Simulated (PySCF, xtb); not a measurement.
Si(F)4 cation (F4Si), SMILES F[Si](F)(F)F (connectivity only; charge and spin as stated), charge +1, multiplicity 2.

Geometry: ωB97X-D3(BJ)/def2-SVP. The multiplicity is an assumed one; other spin states were not compared. The isomer is the one that the SMILES or the coordinates give; other isomers of the formula were not compared.

These are C-PCM-M06-2X/def2-SVP (PySCF 2.14.0) values and carry that method's errors.

The values are the electrostatic part of the solvation free energy, E(continuum) − E(gas) at the gas-phase geometry, in a cavity of scaled van der Waals radii (PySCF's table); cavitation and dispersion terms are not included.

```json
[
 {"solvent": "water", "ε": "78.36", "ΔG(elec) (kcal/mol)": "…"},
 {"solvent": "n-hexane", "ε": "1.88", "ΔG(elec) (kcal/mol)": "-30.3"},
 {"solvent": "2-propanol", "ε": "19.26", "ΔG(elec) (kcal/mol)": "-61.3"}
]
```

Problem. What belongs in the gaps? (An estimate is asked for; the answer gives what the named calculation found.)

Solution. 
- water, ΔG(elec) (kcal/mol): -63.9

For comparison, GFN2-xTB/ALPB(water) (xtb, at the GFN2-xTB geometry, all terms of that model) gives -52.9 kcal/mol.
